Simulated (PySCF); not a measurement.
**Dipole moment and polarisability of acetyl fluoride**

Compound: acetyl fluoride, C2H3FO.
Numbering: `[CH3:1][C:2](=[O:3])[F:4]` (hydrogens: H5, H6, H7 on C1)

Geometry (PBE0-D3(BJ)/def2-TZVP, Å), atoms numbered from 1 in this order:
```xyz
7
C2H3FO angstrom
C     -0.6288   -0.0283   -0.1827
C      0.8158   -0.0927    0.1664
O      1.6146   -0.9120   -0.1184
F      1.1761    0.9830    0.9003
H     -1.2212    0.1835    0.7079
H     -0.9402   -0.9628   -0.6420
H     -0.7842    0.7961   -0.8828
```

Level: CAM-B3LYP/aug-cc-pVTZ (PySCF), static field, nuclei fixed, core orbitals frozen in the response. The polarisability tensor in these axes (au):

```
x   32.88 -2.77  0.87
y   -2.77 30.12  2.97
z    0.87  2.97 25.91
```

Diagonalise the tensor; give its mean and Δα, where Δα² is half the sum of the squared differences of the eigenvalues.

Principal values 23.88, 30.34 and 34.68 au; mean 29.63 au = 4.39 Å³ = 4.89 × 10⁻⁴⁰ C²·m²/J; Δα = 9.42 au (32 % of the mean).

What is the dipole moment, and where does it point?

(-2.95, 0.60, -0.45) D, 3.05 D in size, pointing from the negative to the positive side. Measured along this direction, the outermost atoms are O3 at the negative end and H5 and H7 at the positive end.

Refractivity n − 1 of an ideal gas of it at 350 K and 1 atm, from the electronic α?

N = p/kT = 2.0968 × 10¹⁹ cm⁻³, so n − 1 = 2π × N × 4.39 × 10⁻²⁴ cm³ = 579 × 10⁻⁶ at long wavelengths.

How large is μ²/3kT at 273 K beside α?

In Gaussian units μ²/3kT = 82.14 Å³ against 4.39 Å³, a ratio of 18.70; the Debye molar polarisation (4π/3)N_A(α + μ²/3kT) is 218.3 cm³/mol, leaving out the vibrational part.

Sum over states: ᾱ = Σ f/ω², ω in Eh. What share falls to these 10 lowest TDDFT singlets (eV, f)? 6.11, 0.0011; 8.05, 0.0319; 9.01, 0.0000; 9.15, 0.0438; 9.17, 0.0078; 9.23, 0.0135; 9.48, 0.0942; 9.69, 0.0025; 10.06, 0.0359; 10.25, 0.0037.

They add up to 2.05 au, 6.9 % of the 29.63 au; the largest single term is 0.78 au, from the state at 9.48 eV. Terms in order: 0.02, 0.36, 0.00, 0.39, 0.07, 0.12, 0.78, 0.02, 0.26, 0.03 au. Higher excitations give the rest. The strengths listed sum to 0.235.

Isolated species at its PBE0-D3(BJ)/def2-TZVP geometry, gas phase.
